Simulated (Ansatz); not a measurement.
in.yaml

```yaml
crystal:
  periodic: [false, false, false]
  atoms:
    - {symbol: O, position_ang: [-1.109412, 0.000385, 0.000000]}
    - {symbol: H, position_ang: [-1.358721, 0.926961, 0.000000]}
    - {symbol: H, position_ang: [0.112588, 0.000385, 0.000000]}
    - {symbol: O, position_ang: [1.102588, 0.000385, 0.000000]}
    - {symbol: H, position_ang: [1.354447, -0.939565, 0.000000]}
basis:
  gaussian: {orbitals: cc-pVDZ}
magnetization: {spin_polarized: false, initial_magnetization: 1}
correlation: {method: sc_nevpt2, electrons: outside_noble_gas, active_space: {window: {electrons: 3, orbitals: 3}}}
```

```sh
$ ansatz run in.yaml --threads 1 --pin off --events-out ev --progress --plain --max-ram 2393MiB
```

Problem. Roughly how long does this take on 1 thread of Arm Neoverse V1, shared host, and how much host memory?

Solution. 1.6 s wall and 0.15 GiB.

```
387 factors; integrals over basis functions are off by at most 1.6e-3 eV
mean field evaluation 1: about -4117.0330 eV, gradient 2.7e1 eV
mean field evaluation 2: about -4117.0556 eV, gradient 2.7e1 eV
mean field evaluation 4: about -4118.8535 eV, gradient 3.5e0 eV
mean field evaluation 8: about -4118.9854 eV, gradient 1.1e0 eV
mean field evaluation 16: about -4118.9931 eV, gradient 2.1e-6 eV
mean field evaluation 32: about -4118.9874 eV, gradient 7.3e-2 eV
mean field evaluation 64: about -4117.3571 eV, gradient 9.7e-1 eV
mean field -4118.99313162 eV, -151.3702056331 hartree, gradient 2.1e-6 eV, S^2 0.750000; 7 other end points of the search recorded, 0 dependent functions left out
reference -4118.99313162 eV, -151.3702056331 hartree; 10, 9 occupied and 33, 34 virtual orbitals, 387 factors
state -4119.61450791 eV, -151.3930407907 hartree
state -4119.61450791 eV, -151.3930407907 hartree; corrected -4129.22190812 eV, -151.7461062363 hartree
Total energy: -4129.22190812 eV, -151.7461062363 hartree
```

Natural occupations: 1.9789 1.0009 0.0201.

For the same geometry and basis UCCSDT(Q) lies 843.6 meV lower.
